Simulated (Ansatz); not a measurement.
This geometry of C3H8 + H (12 atoms, charge 0, multiplicity 2) is a first-order saddle point.

The calculation used UKS PBE0/def2-SVP in Ansatz.

```xyz
12
Properties=species:S:1:pos:R:3
H -0.765 -0.970 0.785
C 0.275 -0.293 0.215
C 0.091 -0.469 -1.265
C 0.178 1.102 0.762
H -1.505 -1.409 1.157
H 1.117 -0.871 0.626
H 0.910 0.016 -1.827
H 0.080 -1.531 -1.553
H -0.852 -0.013 -1.610
H 1.008 1.732 0.392
H 0.224 1.115 1.862
H -0.761 1.591 0.455
```

**Question.** Which two structures does it join? (They come from a converged band through this point; their orientation in space is the band's.)

**Answer.** Bonds broken: H1–C2. Bonds formed: H1–H5. C3H8 + H becomes C3H7 + H2.

Image 0:

```xyz
12
Properties=species:S:1:pos:R:3
H -0.459 -0.863 0.684
C 0.329 -0.269 0.191
C 0.184 -0.388 -1.319
C 0.269 1.167 0.691
H -2.797 -2.320 1.942
H 1.284 -0.726 0.504
H 0.981 0.164 -1.843
H 0.232 -1.436 -1.652
H -0.779 0.025 -1.661
H 1.069 1.781 0.247
H 0.377 1.223 1.786
H -0.691 1.641 0.429
```

Image 6:

```xyz
12
Properties=species:S:1:pos:R:3
H -1.495 -1.495 1.193
C 0.606 -0.106 0.070
C 0.220 -0.390 -1.336
C 0.335 1.216 0.691
H -2.128 -1.836 1.447
H 1.320 -0.776 0.561
H 0.876 0.136 -2.061
H 0.282 -1.463 -1.575
H -0.807 -0.050 -1.553
H 1.023 2.001 0.313
H 0.454 1.193 1.785
H -0.685 1.570 0.465
```

**Question.** How far does it lie above each of them?

**Answer.** 0.279 eV above the first and 0.363 eV above the second. This is the barrier of this one path; another mechanism may lie lower.

Time of the run: 2.4 min on 2 threads of Arm Neoverse V1, on a shared host, peak memory 0.21 GiB.
